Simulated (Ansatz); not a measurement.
# CHFO (SMILES O=CF): levels of theory compared

We compute a comparison of 6 runs (BLYP/STO-3G, HSE06/STO-3G, SVWN5/STO-3G, r2SCAN/STO-3G, RPA@PBE/STO-3G, CCSDTQ/STO-3G) of CHFO. 

Program for the calculation: Ansatz 0.2.0.

73 further runs of the same task are left out: 73 set aside as unsound or not needed.

### 1 The system as given

CHFO: 4 atoms, total charge 0, spin state singlet. As SMILES, `O=CF`. The H4–C2 distance was set to 1.373 Å, away from the relaxed value.

Bond lengths: O1–C2 1.171 Å, C2–F3 1.341 Å. Angles: O1–C2–F3 122.3°. A long bond or contact: C2–H4 1.373 Å.

### 2 A single-point energy at BLYP/STO-3G (run 1)

Input file run.yaml:

```yaml
crystal:
  periodic: [false, false, false]
  atoms:
    - {symbol: O, position_ang: [-0.990883, 0.008968, 1.003612]}
    - {symbol: C, position_ang: [-0.150943, -0.113712, 0.196562]}
    - {symbol: F, position_ang: [0.483167, -1.277912, -0.007718]}
    - {symbol: H, position_ang: [0.355050, 0.821510, -0.671560]}
basis:
  gaussian: {orbitals: STO-3G}
hamiltonian: {xc: {name: BLYP}}
accuracy: high
```

Started as:

```
$ ansatz run run.yaml --threads 1 --pin off --max-ram 2610MiB --events-out events.jsonl --progress --plain --runs-dir runs
```

Output:

```text
Warning: RAYON_NUM_THREADS=1 ignored (pool sized by the plan → 1); use --threads N
Functional definition: BLYP
  name "BLYP"
  parameter beta = 0.0042
  parameter a = 0.04918
  parameter b = 0.132
  parameter c = 0.2533
  parameter d = 0.349
  exchange = b88_x(beta = beta)
  correlation = lyp_c(a = a, b = b, c = c, d = d)
273 factors; integrals over basis functions are off by at most 3.4e-8 eV
mean field evaluation 1: about -5730.8073 eV, gradient 2.7e1 eV
mean field evaluation 2: about -5713.7451 eV, gradient 9.0e1 eV
mean field evaluation 4: about -5732.9321 eV, gradient 4.0e0 eV
mean field evaluation 8: about -5732.9121 eV, gradient 1.2e-1 eV
mean field evaluation 16: about -5732.9122 eV, gradient 1.6e-8 eV
mean field -5732.91215967 eV, -210.6806359604 hartree, gradient 2.0e-8 eV, S^2 0.000000; 0 other end points of the search recorded, 0 dependent functions left out
reference -5732.91218458 eV, -210.6806368758 hartree; 12, 12 occupied and 4, 4 virtual orbitals, 273 factors
Total energy: -5732.91218458 eV, -210.6806368758 hartree
```

It took 0.79 s on 1 thread of Arm Neoverse V1, shared host.

### 3 The energy at HSE06/STO-3G (run 2)

Input file in.yaml:

```yaml
crystal:
  periodic: [false, false, false]
  atoms:
    - {symbol: O, position_ang: [-0.990883, 0.008968, 1.003612]}
    - {symbol: C, position_ang: [-0.150943, -0.113712, 0.196562]}
    - {symbol: F, position_ang: [0.483167, -1.277912, -0.007718]}
    - {symbol: H, position_ang: [0.355050, 0.821510, -0.671560]}
basis:
  gaussian: {orbitals: STO-3G}
hamiltonian: {xc: {name: HSE06}}
accuracy: high
```

Started as:

```
$ ansatz run in.yaml --threads 1 --pin off --max-ram 2610MiB --events-out events.jsonl --progress --plain --runs-dir runs
```

Output:

```text
Warning: RAYON_NUM_THREADS=1 ignored (pool sized by the plan → 1); use --threads N
Functional definition: HSE06
  name "HSE06"
  parameter a = 0.25
  parameter omega = 0.11/bohr
  exchange = pbe_x - a*pbe_x_sr(omega) + a*exact_x_sr(omega)
  correlation = pbe_c
273 factors; integrals over basis functions are off by at most 3.4e-8 eV
45 factors; integrals over basis functions are off by at most 4.4e-10 eV
mean field evaluation 1: about -5726.9428 eV, gradient 2.9e1 eV
mean field evaluation 2: about -5718.9699 eV, gradient 6.7e1 eV
mean field evaluation 4: about -5729.3419 eV, gradient 2.3e0 eV
mean field evaluation 8: about -5729.3365 eV, gradient 3.1e-2 eV
mean field evaluation 16: about -5729.3365 eV, gradient 4.9e-9 eV
mean field -5729.33653692 eV, -210.5492342480 hartree, gradient 9.0e-9 eV, S^2 0.000000; 0 other end points of the search recorded, 0 dependent functions left out
reference -5729.33653802 eV, -210.5492342884 hartree; 12, 12 occupied and 4, 4 virtual orbitals, 273 factors
Total energy: -5729.33653802 eV, -210.5492342884 hartree
```

Wall time 1 s (1 thread of Arm Neoverse V1, shared host).

Run 3 isn't shown in full; the table further down has it.

### 4 A single-point energy at r2SCAN/STO-3G (run 4)

Input file input.yaml:

```yaml
crystal:
  periodic: [false, false, false]
  atoms:
    - {symbol: O, position_ang: [-0.990883, 0.008968, 1.003612]}
    - {symbol: C, position_ang: [-0.150943, -0.113712, 0.196562]}
    - {symbol: F, position_ang: [0.483167, -1.277912, -0.007718]}
    - {symbol: H, position_ang: [0.355050, 0.821510, -0.671560]}
basis:
  gaussian:
    orbitals: STO-3G
hamiltonian:
  xc: {name: r2SCAN}
accuracy: high
```

Started as:

```
$ ansatz run input.yaml --threads 1 --pin off --max-ram 2610MiB --events-out events.jsonl --progress --plain --runs-dir runs
```

Output:

```text
Warning: RAYON_NUM_THREADS=1 ignored (pool sized by the plan → 1); use --threads N
Functional definition: r2SCAN
  name "r2SCAN"
  parameter k0 = 0.174
  parameter k1 = 0.065
  parameter a1 = 4.9479
  exchange = r2scan_x(k0 = k0, k1 = k1, a1 = a1)
  correlation = r2scan_c
273 factors; integrals over basis functions are off by at most 3.4e-8 eV
mean field evaluation 1: about -5731.0702 eV, gradient 2.7e1 eV
mean field evaluation 2: about -5719.2392 eV, gradient 7.7e1 eV
mean field evaluation 4: about -5733.1073 eV, gradient 2.8e0 eV
mean field evaluation 8: about -5733.0546 eV, gradient 1.1e-1 eV
mean field evaluation 16: about -5733.0546 eV, gradient 7.3e-9 eV
mean field -5733.05464092 eV, -210.6858720499 hartree, gradient 8.4e-9 eV, S^2 0.000000; 0 other end points of the search recorded, 0 dependent functions left out
reference -5733.05464113 eV, -210.6858720576 hartree; 12, 12 occupied and 4, 4 virtual orbitals, 273 factors
Total energy: -5733.05464113 eV, -210.6858720576 hartree
```

Wall time 1.9 s (1 thread of Arm Neoverse V1, shared host); peak memory 0.12 GiB.

Run 5 isn't shown in full; the table further down has it.

### 5 A single-point energy at CCSDTQ/STO-3G (run 6)

Input file job.yaml:

```yaml
basis:
  gaussian:
    orbitals: STO-3G
crystal:
  periodic: [false, false, false]
  atoms:
    - {symbol: O, position_ang: [-0.990883, 0.008968, 1.003612]}
    - {symbol: C, position_ang: [-0.150943, -0.113712, 0.196562]}
    - {symbol: F, position_ang: [0.483167, -1.277912, -0.007718]}
    - {symbol: H, position_ang: [0.355050, 0.821510, -0.671560]}
correlation:
  method: ccsdtq
  frozen_orbitals: {C: 1, F: 1, H: 0, O: 1}
accuracy: high
scf:
  omitted_lower_state_checks: [cluster_reference, increment]
```

Started as:

```
$ ansatz run job.yaml --threads 1 --pin off --max-ram 2610MiB --events-out events.jsonl --progress --plain --runs-dir runs
```

Output (excerpt; [...] marks lines left out):

```text
Warning: RAYON_NUM_THREADS=1 ignored (pool sized by the plan → 1); use --threads N
Functional definition: HF
  name "HF"
[...]
273 factors; integrals over basis functions are off by at most 3.4e-8 eV
[...]
mean field -5708.67732511 eV, -209.7900222175 hartree, gradient 1.4e-8 eV, S^2 0.000000; 0 other end points of the search recorded, 0 dependent functions left out; unrestricted orbitals would lower it
3 core orbitals not correlated: weight in the atoms' cores, before any rotation towards them, 1.000 or more for the frozen orbitals, at most 0.000 for the correlated occupied ones
reference -5708.67732511 eV, -209.7900222175 hartree; 9, 9 occupied and 4, 4 virtual orbitals, 273 factors
second order -3.85410981 eV of doubles, -0.00000000 eV of singles
cycle   1  -4.15755886 eV  change   -3.0e-1 eV  update   1.0e-1
[...]
cycle  26  -4.76155766 eV  change  -3.9e-10 eV  update   1.5e-9
Total energy: -5713.43888277 eV, -209.9650062340 hartree
Checks for a lower state left out: cluster_reference, increment
```

Wall time 7.2 s (1 thread of Arm Neoverse V1, shared host); peak memory 0.15 GiB.

### 6 The series

```csv
run,level,frozen core orbitals,energy (Eh),wall time
1,BLYP/STO-3G,–,-210.680637,0.79 s
2,HSE06/STO-3G,–,-210.549234,1 s
3,SVWN5/STO-3G,–,-209.202379,0.52 s
4,r2SCAN/STO-3G,–,-210.685872,1.9 s
5,RPA@PBE/STO-3G,3,-210.032038,1.2 s
6,CCSDTQ/STO-3G,3,-209.965006,7.2 s
```

### 7 Results

```
                                          quantity          value
                               run 6: total energy  -209.96501 Eh
run 6: correlation energy (3 core orbitals frozen)     -175.0 mEh
                              run 6: T1 diagnostic          0.014
```

Totals of different functionals can't be ranked against each other. In run 6 the log says that unrestricted orbitals would lower the reference, so the values rest on an unstable closed-shell determinant (other closed-shell runs at this shape may share the fault). In runs 1, 2, 3, 4, 5, 6 the basis is minimal, so the values are rough. All runs together took 13 s, the longest 7.2 s.
